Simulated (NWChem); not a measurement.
All runs are NWChem calculations. System: C2H (+1), charge 1, spin multiplicity 1, at a geometry optimised with PBE0/def2-SVP. The structure started from a generated list of species.

Job file:

```
start mol
memory heap 200 mb stack 900 mb global 1100 mb
charge 1
geometry units angstroms nocenter noautoz
  C      0.789038     0.075509     0.000000
  C     -0.530345    -0.126256     0.000000
  H     -1.552155     0.304482     0.000000
  symmetry group Cs
end
basis spherical
  * library def2-svpd
end
dft
  xc b3lyp
  semidirect memsize 60000000 filesize 0
  iterations 100
end
tddft
  rpa
  nroots 8
  notriplet
  thresh 1e-4
end
task tddft energy
```

The output up to the point where the run's verdict is printed (cleaned and shortened):

```
             Northwest Computational Chemistry Package (NWChem) 7.3.0
             --------------------------------------------------------

                                NWChem Input Module
                                -------------------

 Scaling coordinates for geometry "geometry" by  1.889725989
 (inverse scale =  0.529177249)

 Turning off AUTOSYM since
 SYMMETRY directive was detected!

                             Geometry "geometry" -> ""
                             -------------------------

 Output coordinates in angstroms (scale by  1.889725989 to convert to a.u.)

  No.       Tag          Charge          X              Y              Z
 ---- ---------------- ---------- -------------- -------------- --------------
    1 C                    6.0000     0.78903800     0.07550900     0.00000000
    2 C                    6.0000    -0.53034500    -0.12625600     0.00000000
    3 H                    1.0000    -1.55215500     0.30448200     0.00000000

 Effective nuclear repulsion energy (a.u.)      18.4859507278

            Nuclear Dipole moment (a.u.)
            ----------------------------
        X                 Y               Z
 ---------------- ---------------- ----------------
     0.0000056692     0.0000000000     0.0000000000

      Symmetry information
      --------------------

 Group name             Cs
 Group number              2
 Group order               2
 No. of unique centers     3

      Symmetry unique atoms

     1    2    3


 Summary of "ao basis" -> "" (spherical)
 ------------------------------------------------------------------------------
       Tag                 Description            Shells   Functions and Types
 ---------------- ------------------------------  ------  ---------------------
 *                         def2-svpd                  on all atoms

                                 NWChem DFT Module
                                 -----------------

 Summary of "ao basis" -> "ao basis" (spherical)
 ------------------------------------------------------------------------------
       Tag                 Description            Shells   Functions and Types
[...]
          -3.788066507398          47.064350075625           0.000000000000
           0.000000000000           0.000000000000          48.312406904262

     Multipole analysis of the density
     ---------------------------------

     L   x y z        total         alpha         beta         nuclear
     -   - - -        -----         -----         ----         -------
     0   0 0 0      1.000000     -6.000000     -6.000000     13.000000

     1   1 0 0     -0.677930     -0.338968     -0.338968      0.000006
     1   0 1 0     -0.307825     -0.153913     -0.153913      0.000000
     1   0 0 1      0.000000      0.000000      0.000000      0.000000

     2   2 0 0     -3.279308    -15.624416    -15.624416     27.969525
     2   1 1 0     -1.015526     -1.019548     -1.019548      1.023571
     2   1 0 1      0.000000      0.000000      0.000000      0.000000
     2   0 2 0     -6.268601     -3.531693     -3.531693      0.794785
     2   0 1 1     -0.000000     -0.000000     -0.000000      0.000000
     2   0 0 2     -8.189237     -4.094619     -4.094619      0.000000

                                NWChem TDDFT Module
                                -------------------

            General Information
            -------------------
           No. of orbitals :      96
            Alpha orbitals :      48
             Beta orbitals :      48
        Alpha frozen cores :       0
         Beta frozen cores :       0
     Alpha frozen virtuals :       0
      Beta frozen virtuals :       0
         Spin multiplicity :       1
    Number of AO functions :      48
        Use of symmetry is : off
      Symmetry adaption is : on
         Schwarz screening :  0.10D-07

              XC Information
              --------------
                  B3LYP Method XC Potential
              Hartree-Fock (Exact) Exchange   0.20
                 Slater Exchange Functional   0.80 local
             Becke 1988 Exchange Functional   0.72 non-local
       Lee-Yang-Parr Correlation Functional   0.81
           VWN I RPA Correlation Functional   0.19 local

             TDDFT Information
             -----------------
          Calculation type : TDDFT
         Wavefunction type : Restricted singlets
          No. of electrons :      12
           Alpha electrons :       6
            Beta electrons :       6
              No. of roots :       8
          Max subspacesize :    5600
            Max iterations :     100
               Target root :       1
           Target symmetry : none
      Symmetry restriction : off
                 Algorithm : Optimal
        Davidson threshold :  0.10D-03

            Memory Information
            ------------------
          Available GA space size is         144176896 doubles
          Available MA space size is          50657164 doubles
          Length of a trial vector is          252
          Algorithm : Incore multiple tensor contraction
          Estimated peak GA usage is           5805504 doubles
          Estimated peak MA usage is             45600 doubles

    8 smallest eigenvalue differences (eV)
--------------------------------------------------------
  No. Spin  Occ  Vir  Irrep   E(Occ)    E(Vir)   E(Diff)
--------------------------------------------------------
    1    1    6    7 a"       -0.656    -0.590     1.800
    2    1    5    7 a'       -0.668    -0.590     2.105
    3    1    6    8 a"       -0.656    -0.372     7.746
    4    1    5    8 a'       -0.668    -0.372     8.052
    5    1    4    7 a'       -0.891    -0.590     8.184
    6    1    6    9 a'       -0.656    -0.347     8.428
    7    1    5    9 a"       -0.668    -0.347     8.734
    8    1    6   10 a"       -0.656    -0.179    12.986
--------------------------------------------------------

  Entering Davidson iterations
  Restricted singlet excited states

  Iter   NTrls   NConv    DeltaV     DeltaE      Time
  ----  ------  ------  ---------  ---------  ---------
```

The program stopped with an error. NWChem stopped with the message: tddft_diagon: A-B is not positive-definite; try TDA.
